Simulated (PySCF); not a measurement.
Species: CH3Cl.
Bonds: C1–Cl2. Hydrogens: H3, H4, H5 on C1.

Computed, not measured: core-valence-separated Tamm–Dancoff BHandHLYP/aug-pcX-1 (pcseg-1 on H, def2-SVPD on Cl) in PySCF, non-relativistic, gas phase, PBE0-D3(BJ)/def2-SVP geometry. BHandHLYP without relativity tends to put these K edges a few eV too low, so spacings mean more than positions.

List the carbon K-edge absorption lines.

```
E (eV)       f  core hole on                 main final orbital
284.98  0.0620            C1                        LUMO (32 %)
287.07  0.0095            C1                        LUMO (44 %)
287.72  0.0705            C1  LUMO+2/LUMO+3 (2 roots, f summed)
288.73  0.0072            C1                      LUMO+4 (48 %)
289.54  0.0094            C1  LUMO+8/LUMO+9 (2 roots, f summed)
```

The first line with a tenth or more of the strongest one's intensity is at 284.98 eV (f = 0.062), with the hole on C1 (sp3 C–Cl carbon). The strongest listed is at 287.72 eV (f = 0.070, sum of 2; C1).

Roots within 0.03 eV whose holes lie on the same, on equivalent or on shared atoms are summed into one line, and the highest roots are left out, as the search may have cut off their partners. Final orbitals are the ground state's empty Kohn–Sham orbitals.

What length of transition dipole belongs to the line at 284.98 eV?

From f = (2/3) ΔE |μ|² in atomic units, with ΔE = 10.473 Eh and f = 0.0620: |μ| = 0.094 au = 0.24 D.

The list ends where the root search ended, not at a threshold.

The run took 0.92 s wall on one thread, Arm Neoverse V1 (aarch64) (shared host), and the process peaked at 0.33 GiB of memory.
